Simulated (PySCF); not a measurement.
**Telling isomers of C$_{3}$H$_{4}$O$_{2}$ apart by NMR**

Single conformer, equivalent nuclei averaged, in vacuum, non-relativistic Hamiltonian. Coordinates at the PBE0-D3(BJ)/def2-SVP level; shieldings: GIAO PBE0/pcSseg-1; couplings computed with B3LYP/pcJ-1; PySCF 2.14.

Shifts are taken against calculated references (same method and geometry level): $^{1}$H (σref 31.27), $^{13}$C (σref 184.41) vs TMS. Multiplet labels drop J under 1 Hz and among equivalent protons, and merge close values. Unscaled 3J(H,H) run several per cent high. Shifts are as computed. Against solution values, carbons near 30 ppm lie about +2 ppm off and those near 130 ppm about +5 ppm. Of 1211 compounds with measured shifts, 218 miss one by over three times the rms of a fit or turn the order of signals round; such compounds aren't used in these exercises. OH and NH positions are gas-phase values without hydrogen bonding to other molecules.

(1) Tabulate the signals of `O=C1COC1`, `C=C(O)C=O` and their relative energies.

(2) What is the quickest way to tell O=C1COC1 from C=C(O)C=O?

Results:

(1) 
```json
{"SMILES": "O=C1COC1", "carbon types": "1×C 2×CH2", "δC": "207.8, 94.3", "δH": "5.31 (s, 4H)", "E rel. (kcal/mol)": "15.0"}
{"SMILES": "C=C(O)C=O", "carbon types": "1×C 1×CH 1×CH2", "δC": "193.4, 160.2, 108.6", "δH": "8.95 (s, 1H), 6.37 (br s, 1H), 5.59 (d, 1H), 4.93 (d, 1H)", "E rel. (kcal/mol)": "0.0"}
```

Energies are electronic energies at PBE0/pcSseg-1 on these geometries, without zero-point or thermal terms, each for the one conformer computed, which needn't be the lowest.

(2) Count the carbon signals: 2 against 3. The first has a ketone carbonyl carbon (C) at 207.8 ppm, the second an aldehyde carbonyl carbon (CH) at 193.4 ppm. In the proton spectra the most deshielded non-exchanging signals are 5.31 (s, 4H) and 8.95 (s, 1H).
